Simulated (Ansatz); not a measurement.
```yaml
crystal:
  periodic: [false, false, false]
  atoms:
    - {symbol: C, position_ang: [-1.557665, -1.643160, -1.193554]}
    - {symbol: C, position_ang: [-0.881092, -1.081282, 0.044377]}
    - {symbol: C, position_ang: [0.060696, 0.069414, -0.268598]}
    - {symbol: C, position_ang: [0.738156, 0.632691, 0.967757]}
    - {symbol: C, position_ang: [1.688082, 1.774295, 0.691919]}
    - {symbol: Cl, position_ang: [0.842202, 3.224389, 0.070570]}
    - {symbol: H, position_ang: [-2.144087, -0.874170, -1.703875]}
    - {symbol: H, position_ang: [-2.232195, -2.465440, -0.944715]}
    - {symbol: H, position_ang: [-0.820979, -2.022017, -1.907558]}
    - {symbol: H, position_ang: [-0.326411, -1.877542, 0.554794]}
    - {symbol: H, position_ang: [-1.641426, -0.738870, 0.755836]}
    - {symbol: H, position_ang: [-0.492947, 0.868132, -0.772793]}
    - {symbol: H, position_ang: [0.826022, -0.268234, -0.979144]}
    - {symbol: H, position_ang: [1.321588, -0.157094, 1.458641]}
    - {symbol: H, position_ang: [-0.013963, 0.959543, 1.693293]}
    - {symbol: H, position_ang: [2.205566, 2.092642, 1.595876]}
    - {symbol: H, position_ang: [2.428472, 1.506715, -0.062826]}
basis:
  gaussian: {orbitals: aug-pcseg-2, nuclear_model: gaussian}
hamiltonian: {xc: {name: HF}}
correlation: {method: ccsd}
```

```sh
$ ansatz run in.yaml --threads 2 --pin off --events-out ev --progress --plain --max-ram 22528MiB --backend cuda --devices 0, --max-vram 18GiB
```

Output, abridged:

```
Functional definition: HF
3144 factors; integrals over basis functions are off by at most 9.1e-4 eV
mean field evaluation 1: about -17827.0124 eV, gradient 4.3e1 eV
mean field evaluation 2: about -17827.2226 eV, gradient 4.3e1 eV
mean field evaluation 4: about -17832.3954 eV, gradient 4.4e0 eV
mean field evaluation 8: about -17832.4681 eV, gradient 1.8e-4 eV
mean field -17832.46813365 eV, -655.3311166305 hartree, gradient 1.1e-6 eV, S^2 0.000000; 0 other end points of the search recorded, 0 dependent functions left out
10 core orbitals not correlated: weight in the atoms' cores, before any rotation towards them, 1.000 or more for the frozen orbitals, at most 0.000 for the correlated occupied ones
reference -17832.46813365 eV, -655.3311166305 hartree; 19, 19 occupied and 504, 504 virtual orbitals, 3144 factors
second order -29.09800566 eV of doubles, -0.00000000 eV of singles
cycle   1  -30.21838626 eV  change    -1.1e0 eV  update   1.0e-1
cycle   2  -30.90368956 eV  change   -6.9e-1 eV  update   2.8e-2
cycle   3  -31.00751454 eV  change   -1.0e-1 eV  update   1.1e-2
cycle   4  -31.00379651 eV  change    3.7e-3 eV  update   2.4e-3
cycle   5  -31.00399672 eV  change   -2.0e-4 eV  update   8.1e-4
cycle   6  -31.00419595 eV  change   -2.0e-4 eV  update   2.1e-4
cycle   7  -31.00416900 eV  change    2.7e-5 eV  update   7.5e-5
cycle   8  -31.00417215 eV  change   -3.2e-6 eV  update   2.5e-5
Total energy: -17863.47230580 eV, -656.4704989417 hartree
```

Run time 68 s (2 threads of an AMD EPYC 7R13 on a shared host and a share of an NVIDIA H100 80 GB); peak host memory 3.9 GiB.
